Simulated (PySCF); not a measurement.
# C2H2B: the cost of one run

Program: PySCF 2.14.0. Level of theory: relaxation, b3lyp, aug-cc-pvtz, and further levels as typed in the inputs. These are calculated values, not measurements.

**1. The starting structure**

Bond lengths: C1–C2 1.360 Å, C1–B3 1.512 Å, C2–B3 1.512 Å, B3–H4 1.180 Å, C1–H5 1.047 Å. Angles: C1–C2–B3 63.3°, C2–C1–B3 63.3°, C2–C1–H5 151.5°, B3–C1–H5 145.3°, C1–B3–C2 53.5°, C1–B3–H4 153.3°, C2–B3–H4 153.3°.

Coordinates:

```xyz
5

C     0.6800    0.0000    0.0000
C    -0.6800    0.0000    0.0000
B     0.0000    1.3500    0.0000
H     0.0000    2.5300    0.0000
H     1.6000   -0.5000    0.0000
```

**2. Relaxation: C2H2B**

Contents of run.py:

```python
from pyscf import gto, dft
from pyscf.geomopt.geometric_solver import optimize
mol = gto.M(atom="mol.xyz", basis="aug-cc-pvtz", spin=1, verbose=4)
mf = dft.UKS(mol, xc="b3lyp").density_fit().run(conv_tol=1e-9)
for i in range(6):  # look for a lower solution of the same spin
    mo, _, ok, _ = mf.stability(return_status=True)
    if ok: break
    mf.kernel(mf.make_rdm1(mo, mf.mo_occ))
print(f"converged SCF energy = {mf.e_tot:.10f}, stable: {ok}")
mf = mf.newton()  # steadier than the usual iterations for open shells
m = optimize(mf, maxsteps=60)
print("optimised structure (A):")
for k in range(m.natm): print(m.atom_symbol(k), *(f"{x:.8f}" for x in m.atom_coords(unit="A")[k]))
```

Command:

```
$ python run.py
```

**Question.** How long does this run take on 4 threads of Arm Neoverse N1, shared host?

About 4.2 min.
